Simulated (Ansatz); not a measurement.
# CH4AlCl: the cost of one run

All numbers below are computed with Ansatz 0.2.0 (RKS PBE/def2-SVP).

### 1 Starting point

Bond lengths: Al1–H2 1.760 Å, Al1–C3 2.170 Å, C3–H4 1.110 Å, C3–H5 1.110 Å, C3–H6 1.110 Å, Al1–Cl7 2.230 Å. Angles: H2–Al1–C3 44.2°, H2–Al1–Cl7 155.5°, C3–Al1–Cl7 160.3°, Al1–C3–H4 105.3°, Al1–C3–H5 73.8°, Al1–C3–H6 141.1°, H4–C3–H5 109.4°, H4–C3–H6 109.4°, H5–C3–H6 109.4°.

Structure file:

```xyz
7

Al    0.0000    0.0000    0.0000
H     1.0219    0.0000    1.4330
C     2.1347    0.0000    0.3896
H     2.4643   -1.0462    0.2194
H     1.9982    0.5080   -0.5878
H     2.9043    0.5381    0.9814
Cl   -1.9312    0.0000   -1.1150
```

### 2 A restrained relaxation towards end A

Springs on the bonds that form and break draw the guess towards this end; the thresholds are loose.

Contents of input.yaml:

```yaml
crystal:
  periodic: [false, false, false]
  atoms:
    - { symbol: Al, position_ang: [0.0, 0.0, 0.0] }
    - { symbol: H, position_ang: [1.0219, 0.0, 1.433] }
    - { symbol: C, position_ang: [2.1347, 0.0, 0.3896] }
    - { symbol: H, position_ang: [2.4643, -1.0462, 0.2194] }
    - { symbol: H, position_ang: [1.9982, 0.508, -0.5878] }
    - { symbol: H, position_ang: [2.9043, 0.5381, 0.9814] }
    - { symbol: Cl, position_ang: [-1.9312, 0.0, -1.115] }
basis:
  gaussian: { orbitals: def2-SVP }
hamiltonian:
  xc: pbe
relax:
  f_tol: 0.15
  max_steps: 25
  restrain:
    - { distance: [1, 2], at: 2.31, k: 30.0 }
    - { distance: [0, 1], at: 1.56, k: 30.0 }
    - { distance: [0, 2], at: 1.97, k: 30.0 }
```

The run is started by

```bash
ansatz run input.yaml --threads 1 --pin off --max-ram 2048MiB --backend cpu --events-out ev --progress --plain --runs-dir out
```

What time and memory should one allow on 1 thread of Intel Xeon at 2.50GHz (Skylake/Cascade Lake), shared host?

About 39 s, with a peak of 0.15 GiB.
